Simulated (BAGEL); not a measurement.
# HF/6-31G(d) (density fitting with qzvpp-jkfit, spherical functions) run of C2H3Cl2F (1,1-dichloro-1-fluoroethane)

What is the vertical ionisation energy of C2H3Cl2F (1,1-dichloro-1-fluoroethane) at HF/6-31G* (density fitting with qzvpp-jkfit, spherical functions)? 

The calculation is run with BAGEL 1.2.2.

4 further runs of the same task are left out: 1 that didn't finish, 3 set aside as unsound or not needed.

## Step 1: The system as given

The species is C2H3Cl2F (8 atoms), meant as a singlet with charge 0. As SMILES, `CC(F)(Cl)Cl`. Geometry: relaxed at PBE0-D4/def2-TZVP.

Bond lengths: C1–C2 1.502 Å, C2–F3 1.348 Å, C2–Cl4 1.776 Å, C2–Cl5 1.776 Å, C1–H6 1.091 Å, C1–H7 1.091 Å, C1–H8 1.088 Å. Some angles: C1–C2–F3 110.1°, C1–C2–Cl4 111.1°, C1–C2–Cl5 111.1°, F3–C2–Cl4 107.6°, F3–C2–Cl5 107.6°, Cl4–C2–Cl5 109.3°, C2–C1–H6 108.9°, C2–C1–H7 108.9°, C2–C1–H8 110.1°, H6–C1–H7 109.8°.

## Step 2: The energy at HF/6-31G(d) (density fitting with qzvpp-jkfit, spherical functions)

Contents of input.json:

```json
{ "bagel": [

{
  "title": "molecule",
  "basis": "6-31gs.json",
  "df_basis": "qzvpp-jkfit",
  "angstrom": true,
  "geometry": [
    { "atom": "C", "xyz": [   -0.133500,   -0.505900,    0.646300 ] },
    { "atom": "C", "xyz": [    0.199400,    0.391300,   -0.511300 ] },
    { "atom": "F", "xyz": [    1.523600,    0.643200,   -0.537400 ] },
    { "atom": "Cl", "xyz": [   -0.232400,   -0.372700,   -2.055900 ] },
    { "atom": "Cl", "xyz": [   -0.641100,    1.950200,   -0.373000 ] },
    { "atom": "H", "xyz": [    0.163400,   -0.011800,    1.572000 ] },
    { "atom": "H", "xyz": [    0.414900,   -1.442000,    0.535900 ] },
    { "atom": "H", "xyz": [   -1.202100,   -0.709300,    0.667600 ] }
  ]
},
{
  "title": "hf"
},
{
  "title": "print",
  "file": "orbitals.molden",
  "orbitals": true
}

]}
```

The basis set 6-31G* is read from a file made from the Basis Set Exchange's data (not shown).

The run is started by

```
$ BAGEL_NUM_THREADS=1 BAGEL input.json > input.out
```

What it wrote:

```text
* using 1 threads per process

  ===============================================================
  ===============================================================

  *** Geometry ***

  { "atom" : "C", "xyz" : [     -0.252278,     -0.956012,      1.221330 ] },
  { "atom" : "C", "xyz" : [      0.376811,      0.739450,     -0.966217 ] },
  { "atom" : "F", "xyz" : [      2.879187,      1.215472,     -1.015539 ] },
  { "atom" : "Cl", "xyz" : [     -0.439172,     -0.704301,     -3.885088 ] },
  { "atom" : "Cl", "xyz" : [     -1.211503,      3.685344,     -0.704868 ] },
  { "atom" : "H", "xyz" : [      0.308781,     -0.022299,      2.970649 ] },
  { "atom" : "H", "xyz" : [      0.784047,     -2.724985,      1.012704 ] },
  { "atom" : "H", "xyz" : [     -2.271640,     -1.340383,      1.261581 ] },

  Number of auxiliary basis functions:      537

  Since a DF basis is specified, we compute 2- and 3-index integrals:
    o Being stored without compression. Storage requirement is 0.030 GB

  Number of basis functions:       84
  Number of electrons      :       58

    * METHOD: MOLECULE                             0.29

  *** RHF ***

  === Nuclear Repulsion ===
   300.0052248118

      * DIIS with orbital gradients will be used.

  === RHF iteration (6-31gs.json) ===
      0      -1095.69462983          0.01728740           0.11
      1      -1095.80839756          0.01162659           0.10
      2      -1095.86551501          0.00151466           0.10
      3      -1095.86761149          0.00041114           0.10
      4      -1095.86776280          0.00009286           0.10
      5      -1095.86777671          0.00003164           0.10
      6      -1095.86777792          0.00001228           0.10
      7      -1095.86777809          0.00000338           0.10
      8      -1095.86777810          0.00000108           0.10
      9      -1095.86777810          0.00000046           0.10
     10      -1095.86777810          0.00000018           0.10
     11      -1095.86777810          0.00000006           0.10
     12      -1095.86777810          0.00000002           0.10
     13      -1095.86777810          0.00000001           0.10
     14      -1095.86777810          0.00000000           0.10
    * SCF iteration converged.

    * Permanent dipole moment:
           (    0.240087,     0.525812,    -0.667607) a.u.

    * METHOD: HF                                   1.75

    * METHOD: PRINT                                0.01

  ===============================================================
```

Wall time 2.2 s (1 thread of Arm Neoverse V2, shared host); peak memory 0.13 GiB.

## Step 3: The doublet cation at the same level

Contents of hf.json:

```json
{ "bagel" : [

{
  "title" : "molecule",
  "basis" : "6-31gs.json",
  "df_basis" : "qzvpp-jkfit",
  "angstrom" : true,
  "geometry" : [
    { "atom" : "C", "xyz" : [      -0.133500,      -0.505900,       0.646300 ] },
    { "atom" : "C", "xyz" : [       0.199400,       0.391300,      -0.511300 ] },
    { "atom" : "F", "xyz" : [       1.523600,       0.643200,      -0.537400 ] },
    { "atom" : "Cl", "xyz" : [      -0.232400,      -0.372700,      -2.055900 ] },
    { "atom" : "Cl", "xyz" : [      -0.641100,       1.950200,      -0.373000 ] },
    { "atom" : "H", "xyz" : [       0.163400,      -0.011800,       1.572000 ] },
    { "atom" : "H", "xyz" : [       0.414900,      -1.442000,       0.535900 ] },
    { "atom" : "H", "xyz" : [      -1.202100,      -0.709300,       0.667600 ] }
  ]
},

{ "title" : "uhf", "charge" : 1, "nopen" : 1 },

{ "title" : "print", "file" : "orbitals.molden", "orbitals" : true }

]}
```

The basis set 6-31G* is read from a file made from the Basis Set Exchange's data (not shown).

The run is started by

```
$ BAGEL_NUM_THREADS=1 BAGEL hf.json > hf.out
```

What it wrote:

```text
* using 1 threads per process

  ===============================================================
  ===============================================================

  *** Geometry ***

  { "atom" : "C", "xyz" : [     -0.252278,     -0.956012,      1.221330 ] },
  { "atom" : "C", "xyz" : [      0.376811,      0.739450,     -0.966217 ] },
  { "atom" : "F", "xyz" : [      2.879187,      1.215472,     -1.015539 ] },
  { "atom" : "Cl", "xyz" : [     -0.439172,     -0.704301,     -3.885088 ] },
  { "atom" : "Cl", "xyz" : [     -1.211503,      3.685344,     -0.704868 ] },
  { "atom" : "H", "xyz" : [      0.308781,     -0.022299,      2.970649 ] },
  { "atom" : "H", "xyz" : [      0.784047,     -2.724985,      1.012704 ] },
  { "atom" : "H", "xyz" : [     -2.271640,     -1.340383,      1.261581 ] },

  Number of auxiliary basis functions:      537

  Since a DF basis is specified, we compute 2- and 3-index integrals:
    o Being stored without compression. Storage requirement is 0.030 GB

  Number of basis functions:       84
  Number of electrons      :       58

    * METHOD: MOLECULE                             0.29

  *** Open-shell HF ***

  === Nuclear Repulsion ===
   300.0052248118

      * DIIS with orbital gradients will be used.

  === UHF iteration (6-31gs.json) ===
      0      -1095.25163167          0.03760857           0.21
      1      -1095.37820411          0.02619979           0.21
      2      -1095.42160497          0.01750299           0.21
      3      -1095.45509531          0.00112063           0.21
      4      -1095.45600946          0.00041805           0.21
      5      -1095.45622107          0.00024189           0.20
      6      -1095.45642287          0.00016779           0.21
      7      -1095.45655728          0.00010641           0.21
      8      -1095.45662492          0.00006980           0.21
      9      -1095.45664749          0.00005486           0.21
[... 56 lines of this table left out ...]
     66      -1095.45671455          0.00000003           0.21
     67      -1095.45671455          0.00000002           0.21
     68      -1095.45671455          0.00000001           0.21
     69      -1095.45671455          0.00000000           0.21
    * SCF iteration converged.

    * S^2 (UHF) is 0.7867

    * Permanent dipole moment:
           (    0.748157,     0.295056,    -0.225841) a.u.

    * METHOD: UHF                                 14.61

    * METHOD: PRINT                                0.01

  ===============================================================
```

It took 15 s on 1 thread of Arm Neoverse V2, shared host; peak memory 0.13 GiB.

## Step 4: Results

At HF/6-31G* (density fitting with qzvpp-jkfit, spherical functions):

```
                                          quantity           value
                    singlet C2H3Cl2F: total energy  -1095.86778 Eh
                   singlet C2H3Cl2F: dipole moment          2.24 D
                     singlet C2H3Cl2F: HOMO energy       -12.27 eV
                     singlet C2H3Cl2F: LUMO energy         4.10 eV
                   singlet C2H3Cl2F: HOMO–LUMO gap        16.37 eV
                      doublet cation: total energy  -1095.45671 Eh
                              doublet cation: ⟨S²⟩           0.787
vertical ionisation energy (to the doublet cation)       11.186 eV
```

What this shows: Removing an electron at fixed nuclei costs 11.19 eV (258 kcal/mol). The negative HOMO energy of the first species, 12.27 eV, lies 1.09 eV above that difference.
